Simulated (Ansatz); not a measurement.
A made-up structure of MgSiNH$_{3}$, singlet:

N1  (-0.544, -0.905, -0.144)
Mg2  (1.177, -1.738, 0.033)
Si3  (0.361, 0.555, 0.092)
H4  (-1.547, -0.847, -0.279)
H5  (0.442, 1.556, -1.022)
H6  (2.296, -2.985, 0.420)
(Å)

It is relaxed with PBE-D4/def2-SVP and then PBE0-D4/def2-TZVP (Ansatz 0.2.0). Atoms count as bonded within 1.22 times the sum of their covalent radii (H–H: 0.88 Å). The end point is not checked to be a true minimum.

Does its bonding change? (A judgement: the text doesn't fix the answer.)

Computed: No: no bond forms or breaks.

Where it ends: The first stage lowers the energy by 1.20 eV in 8 steps. It ends as MgSiNH₃ ([NH]1[MgH][SiH]1):
```csv
atom,x (Å),y (Å),z (Å)
N1,-0.3064,-0.7599,-0.2467
Mg2,1.2012,-1.9363,0.1994
Si3,0.6614,0.6077,-0.3504
H4,-1.3067,-0.7951,-0.3921
H5,-0.2344,1.7903,-0.7028
H6,2.1689,-3.2710,0.5928
```

Labels in which every atom is bracketed show which atoms are joined, not bond orders.

For scale, one of the runs: PBE0-D4/def2-TZVP relaxation, 118 basis functions, launched by `ansatz run in.yaml --threads 2 --pin off --events-out ev --progress --plain --max-ram 4352MiB`. The run took about 22 s on 2 CPU threads of an Intel Xeon Platinum 8259CL (shared host).
